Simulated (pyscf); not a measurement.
Single points on ωB97X-D3(BJ)/def2-SVP structures (PySCF, gas phase). MP2 and CC: frozen core, UHF for open shells. ΔMP2 is the change of the MP2 total energy from the triple- to the quadruple-zeta basis.

Problem. For the elementary gas-phase step HO–SiH₂–F (SMILES O[SiH2]F) + H• (SMILES [H]) → F–SiH₂• (SMILES F[SiH2]) + H₂O (SMILES O) (doublet surface; O–Si broken, H–O formed), what barrier and reaction energy does CCSD(T)/def2-TZVPP + ΔMP2(QZVPP) give, measured from the separated reactants?

Solution. ΔE‡ = 1.44 eV, ΔE = +0.51 eV. Zero-point energy shifts the barrier by 0.00 eV. It is a substitution at O, with an imaginary mode of 1852i cm⁻¹. The same reactants have a lower exit, to HO–SiH•–F + H₂ (barrier +0.30 eV at ωB97M-D3(BJ), against +1.38 eV here). This is the saddle that the search found; another between the same sides may lie lower. The angle at the attacked O is 137°. The CCSD(T) − MP2 part came from Ansatz, without density fitting, on the same reference.
